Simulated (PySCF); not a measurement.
# Electronic absorption of C3H2ClNS

C3H2ClNS.
Numbering: `[Cl:1][c:2]1[cH:3][cH:4][n:5][s:6]1` (hydrogens: H7 on C3; H8 on C4)

Method: PySCF, TDDFT PBE0/def2-SVPD, vertical, gas phase, core orbitals frozen in the response. Isolated species at its PBE0-D3(BJ)/def2-SVP geometry, gas phase.

Question: What does the calculation give for the low-lying excited states?

Answer: 

```
state  E (eV)  E (hartree)       f  symmetry  main configurations (H = HOMO, L = LUMO)
   S1    5.51       0.2026  0.0021        A″                               H-2→L (97%)
   S2    5.63       0.2071   0.114        A′                                 H→L (88%)
   S3    5.71       0.2100   0.107        A′                               H-1→L (82%)
   S4    6.03       0.2216  0.0001         –                H→L+1 (73%), H-1→L+1 (23%)
   S5    6.21       0.2282  0.0001         –                H-1→L+1 (71%), H→L+1 (24%)
   S6    6.66       0.2448  0.0001         –                               H→L+2 (94%)
   S7    6.91       0.2540   0.010        A′                             H-2→L+1 (92%)
   S8    6.96       0.2559  0.0001         –                               H-3→L (88%)
   S9    7.02       0.2578  0.0000         –                             H-1→L+2 (88%)
  S10    7.29       0.2680  0.0001         –                               H→L+3 (95%)
```

Triplets, Tamm–Dancoff:

```
state  E (eV)  λ (nm)  main configurations (H = HOMO, L = LUMO)
   T1    3.82   324.4                                 H→L (94%)
   T2    4.31   287.7                               H-1→L (98%)
   T3    4.88   253.9                               H-2→L (92%)
   T4    5.61   220.8                H-1→L+1 (50%), H→L+1 (42%)
```

The lowest singlet comes at 225 nm (532 kJ/mol) in the ultraviolet; it is very weak; its leading configuration is HOMO-2→LUMO (97%). The most intense listed level is S2 at 5.63 eV (220 nm, f = 0.114), 0.12 eV above S1. Löwdin shares by element: HOMO carbon 34% or more, chlorine 25%, nitrogen 23% (atoms not listed hold the other 18%); LUMO carbon 36% or more, sulfur 23%, nitrogen 20% (atoms not listed hold the other 21%). Of the 10 states listed, 3 reach f = 0.01 and 6 stay under 0.0005. The listed states span 1.78 eV, and the widest gap between neighbours is 0.45 eV (S5 to S6). Weighted by f, the mean energy of these states is 5.73 eV. All these states lie below the vertical ionisation energy of 9.76 eV (ΔSCF). Symmetry labels in Cs follow from the direction of the transition dipole and are given only for states with f of 0.002 or more. The window holds the lowest 10 singlets.
